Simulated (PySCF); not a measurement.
# PHF₂: magnetic properties

Wanted: magnetic properties for PHF₂ (`FPF`).

Programs: PySCF 2.14.0, with routines of our own; each step states its level. All values are computed. Atoms count from 0.

## (1) The system as given

4 atoms, charge 0, multiplicity 1; geometry from: PBE0-D3(BJ)/def2-SVP.

## (2) Magnetic properties: GIAO PBE/aug-pcSseg-2

Job settings and geometry (Å):

```
{"job": {"kind": "mag", "xc": "PBE", "basis": "aug-pcSseg-2"}, "charge": 0, "multiplicity": 1}
F      1.260201    -0.543002     0.299786
P     -0.129002    -0.315311    -0.480084
F     -1.127669    -0.242475     0.780094
H      0.021420     1.111583    -0.623912
```

Level: GIAO PBE/aug-pcSseg-2 magnetisability, rotational g tensor and spin-rotation constants, non-relativistic, gas phase.

Launch:

```
OMP_NUM_THREADS=1 python excited_run.py task.json out
```

The driver reads the jobs from task.json and runs them one after another.

Log:

```text
coarse grid: 4416 points
cycle   1  E = -541.3779199756  dE =  2.752e-01  |g| = 7.278e-01  |ddm| = 1.723e+00
cycle   2  E = -540.9748703922  dE =  4.030e-01  |g| = 1.746e+00  |ddm| = 1.189e+00
cycle   3  E = -541.4544767593  dE = -4.796e-01  |g| = 7.945e-02  |ddm| = 8.939e-01
cycle   4  E = -541.4556081444  dE = -1.131e-03  |g| = 3.452e-02  |ddm| = 1.316e-01
cycle   5  E = -541.4558880659  dE = -2.799e-04  |g| = 8.844e-03  |ddm| = 7.686e-02
cycle   6  E = -541.4559068935  dE = -1.883e-05  |g| = 1.515e-03  |ddm| = 1.735e-02
cycle   7  E = -541.4559073586  dE = -4.651e-07  |g| = 4.370e-04  |ddm| = 2.101e-03
final grid: 40512 points
cycle   8  E = -541.4557586477  dE = -4.634e-05  |g| = 1.717e-03  |ddm| = 3.171e-02
cycle   9  E = -541.4557585103  dE =  1.374e-07  |g| = 1.958e-03  |ddm| = 4.643e-03
cycle  10  E = -541.4557592942  dE = -7.839e-07  |g| = 7.009e-04  |ddm| = 2.407e-03
cycle  11  E = -541.4557593529  dE = -5.870e-08  |g| = 3.452e-04  |ddm| = 5.462e-04
cycle  12  E = -541.4557593716  dE = -1.869e-08  |g| = 4.881e-05  |ddm| = 2.878e-04
cycle  13  E = -541.4557593721  dE = -4.529e-10  |g| = 1.486e-05  |ddm| = 9.302e-05
converged SCF energy = -541.4557593721

Magnetisability tensor (1e-30 J/T^2)
     -369.65       -8.03       -0.46
       -8.03     -388.96      -27.17
       -0.46      -27.17     -353.79
isotropic -370.80   principal values    -405.24   -368.55   -338.62
isotropic susceptibility -22.330 1e-6 cm^3/mol

Inertial axes            a          b          c
rot. const./GHz     23.8964     8.5429     6.6134
chi total           -22.194    -20.921    -23.875
chi diamagnetic     -89.561   -165.231   -198.206
chi paramagnetic     67.366    144.311    174.330
quadrupole/D A       -1.707      0.666      1.041
g nuclear            0.5464     0.4934     0.4838
g electronic        -0.7563    -0.5792    -0.5416
g total             -0.2099    -0.0858    -0.0579

Spin-rotation constants (kHz, H = +C I.J)
atom  isotope        aa         bb         cc
  0    19F       15.186      5.144     14.192
  1    31P       58.046     20.830     13.501
  2    19F       15.184      5.140     14.199
  3     1H       -1.881     -0.524      0.496
```

Run time: 6.2 s. Hardware: 1 thread of AMD EPYC 9R45, shared host; peak memory 0.56 GiB.

From this job:

```csv
quantity,value
magnetisability,-371·10⁻³⁰ J/T²
molar susceptibility,-22.3·10⁻⁶ cm³/mol
"rotational g (a, b, c)","-0.2099, -0.0858, -0.0579"
```

## (3) Magnetic properties: GIAO KT3/aug-pcSseg-2

Job settings and geometry (Å):

```
{"job": {"kind": "mag", "xc": "KT3", "basis": "aug-pcSseg-2"}, "charge": 0, "multiplicity": 1}
F      1.260201    -0.543002     0.299786
P     -0.129002    -0.315311    -0.480084
F     -1.127669    -0.242475     0.780094
H      0.021420     1.111583    -0.623912
```

Level: GIAO KT3/aug-pcSseg-2 magnetisability, rotational g tensor and spin-rotation constants, non-relativistic, gas phase.

Log:

```text
coarse grid: 4416 points
cycle   1  E = -546.5363812381  dE =  3.164e-01  |g| = 9.096e-01  |ddm| = 1.732e+00
cycle   2  E = -545.8589056821  dE =  6.775e-01  |g| = 2.195e+00  |ddm| = 1.463e+00
cycle   3  E = -546.6613175712  dE = -8.024e-01  |g| = 8.087e-02  |ddm| = 1.169e+00
cycle   4  E = -546.6627123556  dE = -1.395e-03  |g| = 4.532e-02  |ddm| = 1.629e-01
cycle   5  E = -546.6632557425  dE = -5.434e-04  |g| = 1.000e-02  |ddm| = 9.653e-02
cycle   6  E = -546.6632768236  dE = -2.108e-05  |g| = 2.491e-03  |ddm| = 2.005e-02
cycle   7  E = -546.6632782590  dE = -1.435e-06  |g| = 5.981e-04  |ddm| = 4.216e-03
final grid: 40512 points
cycle   8  E = -546.6715029776  dE = -1.160e-04  |g| = 3.202e-02  |ddm| = 5.302e-02
cycle   9  E = -546.6710495070  dE =  4.535e-04  |g| = 6.165e-02  |ddm| = 3.758e-02
cycle  10  E = -546.6716412890  dE = -5.918e-04  |g| = 3.709e-03  |ddm| = 2.876e-02
cycle  11  E = -546.6716433361  dE = -2.047e-06  |g| = 4.093e-04  |ddm| = 3.799e-03
cycle  12  E = -546.6716433735  dE = -3.734e-08  |g| = 1.481e-04  |ddm| = 8.499e-04
cycle  13  E = -546.6716433759  dE = -2.429e-09  |g| = 1.027e-04  |ddm| = 1.712e-04
cycle  14  E = -546.6716433777  dE = -1.777e-09  |g| = 1.089e-05  |ddm| = 6.510e-05
cycle  15  E = -546.6716433777  dE = -3.206e-11  |g| = 2.524e-06  |ddm| = 2.392e-05
converged SCF energy = -546.6716433777

Magnetisability tensor (1e-30 J/T^2)
     -368.77       -7.56       -0.45
       -7.56     -385.82      -26.25
       -0.45      -26.25     -353.50
isotropic -369.36   principal values    -401.90   -367.72   -338.47
isotropic susceptibility -22.244 1e-6 cm^3/mol

Inertial axes            a          b          c
rot. const./GHz     23.8964     8.5429     6.6134
chi total           -22.145    -20.915    -23.671
chi diamagnetic     -88.946   -164.698   -197.648
chi paramagnetic     66.801    143.783    173.977
quadrupole/D A       -1.785      0.725      1.060
g nuclear            0.5464     0.4934     0.4838
g electronic        -0.7499    -0.5771    -0.5405
g total             -0.2035    -0.0836    -0.0568

Spin-rotation constants (kHz, H = +C I.J)
atom  isotope        aa         bb         cc
  0    19F       14.761      4.975     13.764
  1    31P       54.447     19.477     12.665
  2    19F       14.759      4.972     13.771
  3     1H       -1.886     -0.530      0.487
```

Wall time 6.8 s (1 thread of AMD EPYC 9R45, shared host); peak memory 0.56 GiB.

From this job:

```csv
quantity,value
magnetisability,-369·10⁻³⁰ J/T²
molar susceptibility,-22.2·10⁻⁶ cm³/mol
"rotational g (a, b, c)","-0.2035, -0.0836, -0.0568"
```

## (4) Magnetic properties: GIAO B3LYP/MINI

Job settings and geometry (Å):

```
{"job": {"kind": "mag", "xc": "B3LYP", "basis": "MINI"}, "charge": 0, "multiplicity": 1}
F      1.260201    -0.543002     0.299786
P     -0.129002    -0.315311    -0.480084
F     -1.127669    -0.242475     0.780094
H      0.021420     1.111583    -0.623912
```

Method: GIAO B3LYP/MINI magnetisability, rotational g tensor and spin-rotation constants, non-relativistic, gas phase.

Log:

```text
coarse grid: 4416 points
cycle   1  E = -538.3669356213  dE =  1.644e-01  |g| = 4.282e-01  |ddm| = 2.729e+00
cycle   2  E = -538.3578755650  dE =  9.060e-03  |g| = 5.066e-01  |ddm| = 2.022e+00
cycle   3  E = -538.4674315190  dE = -1.096e-01  |g| = 1.879e-02  |ddm| = 1.085e+00
cycle   4  E = -538.4676277453  dE = -1.962e-04  |g| = 6.388e-03  |ddm| = 8.461e-02
cycle   5  E = -538.4676555079  dE = -2.776e-05  |g| = 3.057e-04  |ddm| = 2.602e-02
cycle   6  E = -538.4676555327  dE = -2.479e-08  |g| = 2.737e-04  |ddm| = 1.225e-03
final grid: 40512 points
cycle   7  E = -538.5388772485  dE = -1.378e-06  |g| = 5.855e-04  |ddm| = 4.657e-03
cycle   8  E = -538.5388771065  dE =  1.419e-07  |g| = 8.302e-04  |ddm| = 2.918e-03
cycle   9  E = -538.5388774087  dE = -3.021e-07  |g| = 3.306e-05  |ddm| = 1.721e-03
cycle  10  E = -538.5388774092  dE = -5.539e-10  |g| = 1.230e-05  |ddm| = 1.021e-04
converged SCF energy = -538.5388774092

Magnetisability tensor (1e-30 J/T^2)
     -479.06       -0.87        5.25
       -0.87     -482.94       -2.46
        5.25       -2.46     -452.34
isotropic -471.45   principal values    -483.20   -480.01   -451.14
isotropic susceptibility -28.391 1e-6 cm^3/mol

Inertial axes            a          b          c
rot. const./GHz     23.8964     8.5429     6.6134
chi total           -28.907    -27.175    -29.092
chi diamagnetic     -91.983   -167.667   -200.312
chi paramagnetic     63.077    140.493    171.219
quadrupole/D A       -1.535      0.861      0.675
g nuclear            0.5464     0.4934     0.4838
g electronic        -0.7081    -0.5639    -0.5320
g total             -0.1617    -0.0704    -0.0482

Spin-rotation constants (kHz, H = +C I.J)
atom  isotope        aa         bb         cc
  0    19F        5.697     -4.190      1.935
  1    31P       30.988     10.502      9.796
  2    19F        5.706     -4.200      1.944
  3     1H       -2.469     -0.653      0.290
```

Wall time 0.43 s (1 thread of AMD EPYC 9R45, shared host); peak memory 0.47 GiB.

In short:

```csv
quantity,value
magnetisability,-471·10⁻³⁰ J/T²
molar susceptibility,-28.4·10⁻⁶ cm³/mol
"rotational g (a, b, c)","-0.1617, -0.0704, -0.0482"
```

## (5) Magnetic properties: GIAO B3LYP/6-31++G**

Job settings and geometry (Å):

```
{"job": {"kind": "mag", "xc": "B3LYP", "basis": "6-31++G**"}, "charge": 0, "multiplicity": 1}
F      1.260201    -0.543002     0.299786
P     -0.129002    -0.315311    -0.480084
F     -1.127669    -0.242475     0.780094
H      0.021420     1.111583    -0.623912
```

Method: GIAO B3LYP/6-31++G** magnetisability, rotational g tensor and spin-rotation constants, non-relativistic, gas phase.

Log:

```text
coarse grid: 4416 points
cycle   1  E = -541.6284430573  dE =  2.562e-01  |g| = 6.222e-01  |ddm| = 2.094e+00
cycle   2  E = -541.4873473841  dE =  1.411e-01  |g| = 1.123e+00  |ddm| = 1.139e+00
cycle   3  E = -541.6966042805  dE = -2.093e-01  |g| = 3.764e-02  |ddm| = 7.120e-01
cycle   4  E = -541.6969073608  dE = -3.031e-04  |g| = 1.149e-02  |ddm| = 6.481e-02
cycle   5  E = -541.6969413574  dE = -3.400e-05  |g| = 1.521e-03  |ddm| = 1.888e-02
cycle   6  E = -541.6969421517  dE = -7.944e-07  |g| = 2.331e-04  |ddm| = 3.341e-03
final grid: 40512 points
cycle   7  E = -541.6844071413  dE = -1.966e-06  |g| = 3.847e-03  |ddm| = 7.792e-03
cycle   8  E = -541.6844029260  dE =  4.215e-06  |g| = 6.401e-03  |ddm| = 5.920e-03
cycle   9  E = -541.6844095048  dE = -6.579e-06  |g| = 8.115e-05  |ddm| = 3.765e-03
cycle  10  E = -541.6844095061  dE = -1.296e-09  |g| = 4.098e-05  |ddm| = 1.134e-04
cycle  11  E = -541.6844095063  dE = -1.978e-10  |g| = 2.219e-05  |ddm| = 3.707e-05
converged SCF energy = -541.6844095063

Magnetisability tensor (1e-30 J/T^2)
     -389.11       -6.91       -0.21
       -6.91     -399.60      -27.22
       -0.21      -27.22     -372.14
isotropic -386.95   principal values    -417.62   -388.20   -355.03
isotropic susceptibility -23.303 1e-6 cm^3/mol

Inertial axes            a          b          c
rot. const./GHz     23.8964     8.5429     6.6134
chi total           -23.378    -22.016    -24.514
chi diamagnetic     -89.442   -165.728   -198.677
chi paramagnetic     66.064    143.711    174.163
quadrupole/D A       -2.389      1.028      1.361
g nuclear            0.5464     0.4934     0.4838
g electronic        -0.7417    -0.5768    -0.5411
g total             -0.1953    -0.0833    -0.0574

Spin-rotation constants (kHz, H = +C I.J)
atom  isotope        aa         bb         cc
  0    19F       11.882      3.619     12.199
  1    31P       51.690     18.711     11.756
  2    19F       11.879      3.615     12.204
  3     1H       -1.924     -0.538      0.445
```

It took 1.2 s on 1 thread of AMD EPYC 9R45, shared host; peak memory 0.47 GiB.

From this job:

```csv
quantity,value
magnetisability,-387·10⁻³⁰ J/T²
molar susceptibility,-23.3·10⁻⁶ cm³/mol
"rotational g (a, b, c)","-0.1953, -0.0833, -0.0574"
```

## (6) Magnetic properties: GIAO B3LYP/Sadlej pVTZ

Job settings and geometry (Å):

```
{"job": {"kind": "mag", "xc": "B3LYP", "basis": "Sadlej pVTZ"}, "charge": 0, "multiplicity": 1}
F      1.260201    -0.543002     0.299786
P     -0.129002    -0.315311    -0.480084
F     -1.127669    -0.242475     0.780094
H      0.021420     1.111583    -0.623912
```

Method: GIAO B3LYP/Sadlej pVTZ magnetisability, rotational g tensor and spin-rotation constants, non-relativistic, gas phase.

Log:

```text
coarse grid: 4416 points
cycle   1  E = -541.6801985858  dE =  2.732e-01  |g| = 6.873e-01  |ddm| = 2.561e+00
cycle   2  E = -541.4887081252  dE =  1.915e-01  |g| = 1.269e+00  |ddm| = 1.283e+00
cycle   3  E = -541.7627727768  dE = -2.741e-01  |g| = 4.666e-02  |ddm| = 7.640e-01
cycle   4  E = -541.7631612980  dE = -3.885e-04  |g| = 1.688e-02  |ddm| = 7.595e-02
cycle   5  E = -541.7632237739  dE = -6.248e-05  |g| = 2.069e-03  |ddm| = 1.996e-02
cycle   6  E = -541.7632251339  dE = -1.360e-06  |g| = 3.933e-04  |ddm| = 3.158e-03
final grid: 40512 points
cycle   7  E = -541.7604116074  dE = -3.183e-06  |g| = 2.975e-03  |ddm| = 1.661e-02
cycle   8  E = -541.7604089826  dE =  2.625e-06  |g| = 4.922e-03  |ddm| = 5.102e-03
cycle   9  E = -541.7604130732  dE = -4.091e-06  |g| = 1.428e-04  |ddm| = 3.044e-03
cycle  10  E = -541.7604130772  dE = -4.040e-09  |g| = 5.262e-05  |ddm| = 2.047e-04
cycle  11  E = -541.7604130776  dE = -3.627e-10  |g| = 2.790e-05  |ddm| = 4.947e-05
converged SCF energy = -541.7604130776

Magnetisability tensor (1e-30 J/T^2)
     -398.25       -6.22        0.76
       -6.22     -407.14      -24.97
        0.76      -24.97     -378.21
isotropic -394.53   principal values    -422.57   -397.62   -363.41
isotropic susceptibility -23.759 1e-6 cm^3/mol

Inertial axes            a          b          c
rot. const./GHz     23.8964     8.5429     6.6134
chi total           -23.945    -22.408    -24.925
chi diamagnetic     -89.504   -165.455   -198.463
chi paramagnetic     65.558    143.048    173.538
quadrupole/D A       -2.044      0.807      1.237
g nuclear            0.5464     0.4934     0.4838
g electronic        -0.7360    -0.5741    -0.5392
g total             -0.1896    -0.0807    -0.0554

Spin-rotation constants (kHz, H = +C I.J)
atom  isotope        aa         bb         cc
  0    19F       11.299      3.666     12.553
  1    31P       54.207     19.637     12.556
  2    19F       11.297      3.662     12.558
  3     1H       -2.031     -0.559      0.439
```

It took 1.7 s on 1 thread of AMD EPYC 9R45, shared host; peak memory 0.47 GiB.

In short:

```csv
quantity,value
magnetisability,-395·10⁻³⁰ J/T²
molar susceptibility,-23.8·10⁻⁶ cm³/mol
"rotational g (a, b, c)","-0.1896, -0.0807, -0.0554"
```

## (7) Magnetic properties: GIAO B3LYP/cc-pVTZ

Job settings and geometry (Å):

```
{"job": {"kind": "mag", "xc": "B3LYP", "basis": "cc-pVTZ"}, "charge": 0, "multiplicity": 1}
F      1.260201    -0.543002     0.299786
P     -0.129002    -0.315311    -0.480084
F     -1.127669    -0.242475     0.780094
H      0.021420     1.111583    -0.623912
```

Level: GIAO B3LYP/cc-pVTZ magnetisability, rotational g tensor and spin-rotation constants, non-relativistic, gas phase.

Log:

```text
coarse grid: 4416 points
cycle   1  E = -541.7134857709  dE =  2.525e-01  |g| = 7.383e-01  |ddm| = 3.189e+00
cycle   2  E = -541.5249727144  dE =  1.885e-01  |g| = 1.348e+00  |ddm| = 1.832e+00
cycle   3  E = -541.7966358314  dE = -2.717e-01  |g| = 3.426e-02  |ddm| = 1.168e+00
cycle   4  E = -541.7968241029  dE = -1.883e-04  |g| = 1.450e-02  |ddm| = 5.742e-02
cycle   5  E = -541.7968642149  dE = -4.011e-05  |g| = 2.108e-03  |ddm| = 2.311e-02
cycle   6  E = -541.7968654227  dE = -1.208e-06  |g| = 4.091e-04  |ddm| = 4.644e-03
final grid: 40512 points
cycle   7  E = -541.7969250727  dE = -1.085e-05  |g| = 3.899e-03  |ddm| = 1.811e-02
cycle   8  E = -541.7969218591  dE =  3.214e-06  |g| = 6.131e-03  |ddm| = 8.966e-03
cycle   9  E = -541.7969270339  dE = -5.175e-06  |g| = 2.936e-04  |ddm| = 5.604e-03
cycle  10  E = -541.7969270499  dE = -1.602e-08  |g| = 5.818e-05  |ddm| = 4.608e-04
cycle  11  E = -541.7969270503  dE = -4.657e-10  |g| = 3.686e-05  |ddm| = 1.098e-04
cycle  12  E = -541.7969270505  dE = -1.894e-10  |g| = 7.697e-06  |ddm| = 3.768e-05
converged SCF energy = -541.7969270505

Magnetisability tensor (1e-30 J/T^2)
     -378.03       -7.88        0.31
       -7.88     -394.66      -28.21
        0.31      -28.21     -357.84
isotropic -376.84   principal values    -411.33   -377.10   -342.10
isotropic susceptibility -22.694 1e-6 cm^3/mol

Inertial axes            a          b          c
rot. const./GHz     23.8964     8.5429     6.6134
chi total           -22.709    -21.142    -24.231
chi diamagnetic     -88.802   -164.809   -197.615
chi paramagnetic     66.092    143.667    173.385
quadrupole/D A       -1.993      0.952      1.041
g nuclear            0.5464     0.4934     0.4838
g electronic        -0.7420    -0.5766    -0.5387
g total             -0.1956    -0.0832    -0.0549

Spin-rotation constants (kHz, H = +C I.J)
atom  isotope        aa         bb         cc
  0    19F       13.877      4.351     13.025
  1    31P       54.770     19.869     12.778
  2    19F       13.875      4.347     13.031
  3     1H       -1.976     -0.552      0.463
```

It took 1.9 s on 1 thread of AMD EPYC 9R45, shared host; peak memory 0.47 GiB.

In short:

```csv
quantity,value
magnetisability,-377·10⁻³⁰ J/T²
molar susceptibility,-22.7·10⁻⁶ cm³/mol
"rotational g (a, b, c)","-0.1956, -0.0832, -0.0549"
```

## (8) The levels compared

```csv
level,ξ (10⁻³⁰ J/T²),g(a),g(b),gap (eV),functions,time
GIAO PBE/aug-pcSseg-2,-371,-0.2099,-0.0858,4.98,186,6.2 s
GIAO KT3/aug-pcSseg-2,-369,-0.2035,-0.0836,5.08,186,6.8 s
GIAO B3LYP/MINI,-471,-0.1617,-0.0704,7.85,20,0.43 s
GIAO B3LYP/6-31++G**,-387,-0.1953,-0.0833,6.87,64,1.2 s
GIAO B3LYP/Sadlej pVTZ,-395,-0.1896,-0.0807,6.87,89,1.7 s
GIAO B3LYP/cc-pVTZ,-377,-0.1956,-0.0832,7.10,108,1.9 s
```

## (9) Summary of results

```
                                              quantity                      value
       magnetisability (step 2, GIAO PBE/aug-pcSseg-2)            -371·10⁻³⁰ J/T²
  molar susceptibility (step 2, GIAO PBE/aug-pcSseg-2)         -22.3·10⁻⁶ cm³/mol
rotational g (a, b, c) (step 2, GIAO PBE/aug-pcSseg-2)  -0.2099, -0.0858, -0.0579
                       magnetisability over the levels    -395 to -369·10⁻³⁰ J/T²
```

**Reading.** GIAO B3LYP/MINI has a minimal basis, so it is left out of the spread where two other levels stand. The magnetisability spreads by 6.6 % over 5 levels, from GIAO B3LYP/Sadlej pVTZ (1.7 s) to GIAO KT3/aug-pcSseg-2 (6.8 s); the runs took 1.2 s to 6.8 s. Vibrational averaging and real surroundings are missing from these values.
